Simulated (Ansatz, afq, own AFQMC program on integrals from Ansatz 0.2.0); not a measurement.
Si₂H₂, singlet: AFQMC among the cluster methods

```xyz
4

Si    0.0000    0.0000    1.0300
Si    0.0000    0.0000   -1.1633
H     0.0000    1.2361    1.8580
H     0.0000   -1.2361    1.8580
```

Connectivity, by distances: SiH2–Si.

Basis cc-pVDZ. Only valence electrons are correlated. Ansatz 0.2.0 and our own AFQMC program on the same integrals; the CISD trial comes from CCSD amplitudes, and released means the phaseless constraint is let go. Uncertainties: one standard error, sampling alone.

Determinant: RHF, the one that the program's search chose, which needn't be the lowest solution. The geometry is a PBE0/def2-TZVP stationary point of this or a neighbouring charge and spin state.

No full CI on the walks' own integrals is used here; CCSDT(Q) serves as the reference and is uncertain by about the last step of the cluster series.

Cautions: higher spins were not checked; restricted determinant unstable towards unrestricted (UHF 145 meV lower, ⟨S²⟩ 0.74); the released energies are still falling, so no released level is given (meV from the phaseless value at times in 1/Eh: -5 ± 14 at 0.24, -6 ± 11 at 0.51, -17 ± 11 at 0.99, -55 ± 14 at 1.62, -74 ± 15 at 2.40).

* T1 diagnostic: 0.0198
* weight of the determinant in the CISD state: 0.837
* size of the correlated space: 10 electrons in 36 orbitals

```
  level  correlation energy (eV)
    MP2                  -4.6556
   CCSD                  -5.7542
CCSD(T)                  -5.9939
```

**Question.** Estimate where phaseless AFQMC with a CISD trial lies against CCSD(T) on the same integrals.

**Answer.** 2.0 ± 1.4 kJ/mol below CCSD(T). The gap is under twice the noise, so this walk alone can't tell the two apart.

Reference: CCSDT(Q), correlation energy -6.052 eV.

```tsv
level	E − E(reference) (kJ/mol)	share of correlation (%)
CCSD(T)	5.6	99.04
CCSDT	1.8	99.69
ph-AFQMC/CISD	3.6 ± 1.4	99.38
```

A walk keeps the symmetry of its determinant, which the program's search chose and which needn't be the lowest solution, so a lower state of the same spin and another symmetry isn't excluded.
